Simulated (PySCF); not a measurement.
Identify the unknown among the candidates.

All candidates are C3H4N2.

| technique | computed result |
| --- | --- |
| Rotational structure | rotational constants A, B, C: 13.091, 3.653, 2.907 GHz [PBE0-D3(BJ)/def2-SVP] |
| XPS | C1s 292.2, C1s 292.7, C1s 293.3, N1s 405.6, N1s 405.8 eV [ΔSCF SCAN, pcX-2 on the ionised atom, pcseg-1 elsewhere, spin-free X2C] |
| UV, strongest line | among the 10 lowest singlet transitions: S3 at 6.52 eV (190 nm, f = 0.249) [TDDFT wB97X-D/def2-SVPD] |
| 1H NMR | chemical shifts (computed TMS as zero) by class: 7.42 (1 H), 3.92 (3 H) ppm [GIAO B3LYP/pcSseg-2] |
| Dipole | 2.05 D [wB97X-D/def2-SVPD] |
| 13C NMR | chemical shifts (computed TMS as zero) by class: 140.9 (1 C), 114.9 (1 C), 51.1 (1 C) ppm [GIAO B3LYP/pcSseg-2] |

Gas-phase values; electronic properties from PySCF, density fitting. Levels stand in brackets. Geometry: PBE0-D3(BJ)/def2-SVP; no solvent, vibrations or thermal averaging. Each NMR value is the plain mean over a class of atoms that symmetry, rotation or inversion makes alike.

Question: Which candidate is it?
A. `C/N=C/C#N`
B. `C=NCC#N`
C. `C/N=C\C#N`

Answer: C. It is `C/N=C\C#N`. Numbering: `[CH3:1]/[N:2]=[CH:3]\[C:4]#[N:5]`. Its formula, C3H4N2, gives 3 degrees of unsaturation: 0 rings and 3 π bonds in the structure found. 3 carbons fall into 3 classes; from least to most shielded: imine carbon [C3] (140.9 ppm), nitrile carbon [C4] (114.9 ppm), N-methyl carbon [C1] (51.1 ppm). Hydrogen classes from least to most shielded: 1 H on an imine carbon, C3 (7.42 ppm), 3 H on an N-methyl carbon, C1 (3.92 ppm). The core levels belong to: C1s 292.2 eV, N-methyl carbon [C1]; C1s 292.7 eV, nitrile carbon [C4]; C1s 293.3 eV, imine carbon [C3]; N1s 405.6 eV, nitrile nitrogen [N5]; N1s 405.8 eV, imine nitrogen [N2]. The hole state at 293.3 eV has ⟨S²⟩ = 0.82 against 0.75, so that value is less sure. The hole state at 292.7 eV has ⟨S²⟩ = 0.85 against 0.75, so that value is less sure. The hole state at 405.6 eV has ⟨S²⟩ = 0.84 against 0.75, so that value is less sure. The optimised geometry has point group Cs and is an asymmetric top.

The others, at the same levels:
- `C=NCC#N` fails: its computed 13C shifts are 166.7 (1 C), 122.1 (1 C), 54.8 (1 C) ppm, core binding energies are C1s 292.5, C1s 292.6, C1s 293.3, N1s 405.4, N1s 405.9 eV and 1H shifts are 7.68 (1 H), 7.37 (1 H), 4.17 (2 H) ppm.
- `C/N=C/C#N` fails: its computed 13C shifts are 144.4 (1 C), 121.9 (1 C), 54.6 (1 C) ppm, rotational constant A is 45.609 GHz (against 13.091 GHz) and smallest rotational constant is 2.333 GHz (against 2.907 GHz).

Each candidate is one conformer, not necessarily the lowest. Dipoles, sizes and rotational constants follow the conformer. The torsions of the flexible species, by atom-mapped SMILES:
- `[CH2:1]=[N:2][CH2:3][C:4]#[N:5]`: C1–N2–C3–C4 124°
